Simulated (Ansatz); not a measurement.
System: Cl₂, net charge 1, doublet state. 
Structure (B3LYP-D3(BJ)/def2-TZVP (Ansatz, a program for electronic structure) minimum search):
```xyz
2

Cl     0.0000     0.0000    -0.9550
Cl     0.0000     0.0000     0.9550
```
Charge +1, spin multiplicity 2.

Basis-set convergence of Hartree-Fock and CCSD correlation energies (hartree) with Ansatz. Cores are frozen in the correlated levels unless marked. Open shells are spin-unrestricted. No spin-orbit coupling. Non-relativistic.

| basis | functions | E(HF) | E(corr, CCSD) |
|---|---|---|---|
| def2-SVP | 36 | -918.24733 | -0.29191 |
| def2-TZVPP | 84 | -918.58341 | -0.39418 |
| def2-QZVPP | 140 | -918.61082 | -0.42610 |

Extrapolating the two largest sets (X = 3 and 4) as X^-3: E(corr) = (64·(-0.42610) - 27·(-0.39418))/37 = -0.4494 Eh, an estimate of the basis-set limit. The largest set recovers 94.8 % of it, the smallest 65.0 %.
